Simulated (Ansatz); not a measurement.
Geometry optimisation, RKS BLYP/def2-SVP (Ansatz 0.2.0).

input.yaml

```yaml
crystal:
  periodic: [false, false, false]
  atoms:
    - { symbol: Si, position_ang: [0.269878, -0.1119, -1.114396] }
    - { symbol: H, position_ang: [0.898459, -0.051154, 1.472883] }
    - { symbol: H, position_ang: [1.476705, 0.300198, 1.220933] }
    - { symbol: O, position_ang: [-0.836271, 1.12829, -1.395248] }
    - { symbol: C, position_ang: [-2.169693, 1.3501, -0.942054] }
    - { symbol: H, position_ang: [-2.510972, 0.547512, -0.249359] }
    - { symbol: H, position_ang: [-2.232206, 2.331147, -0.4245] }
    - { symbol: H, position_ang: [-2.851715, 1.381893, -1.819115] }
    - { symbol: H, position_ang: [-0.610585, -0.989185, -0.147244] }
basis:
  gaussian: { orbitals: def2-SVP }
hamiltonian:
  xc: blyp
relax:
  f_tol: 0.03
  max_steps: 50
```

Launched with:

```bash
$ ansatz run input.yaml --threads 2 --pin off --max-ram 3072MiB --backend cpu --events-out ev --progress --plain --runs-dir out
```

Where does it end, and by what steps?

The forces met the threshold. After 4 steps the energy has fallen by 0.065 eV; H2 moved furthest, 0.35 Å.

```
step  energy less start (eV)  largest force component (eV/Å)  accepted
   0                  0.0000                           1.487       yes
   1                 -0.0610                           0.101       yes
   2                 -0.0641                           0.039       yes
   3                 -0.0649                           0.031       yes
   4                 -0.0651                           0.016       yes
```

```xyz
9
Properties=species:S:1:pos:R:3
Si 0.178 -0.193 -1.325
H 1.024 0.036 1.790
H 1.595 0.372 1.402
O -0.885 1.102 -1.503
C -2.180 1.348 -0.956
H -2.505 0.527 -0.277
H -2.166 2.304 -0.391
H -2.917 1.450 -1.781
H -0.711 -1.061 -0.358
```

Whether the end is a true minimum wasn't checked by a vibrational analysis.

The run took 6.3 s on 2 threads of Arm Neoverse V1, on a shared host, peak memory 0.14 GiB.
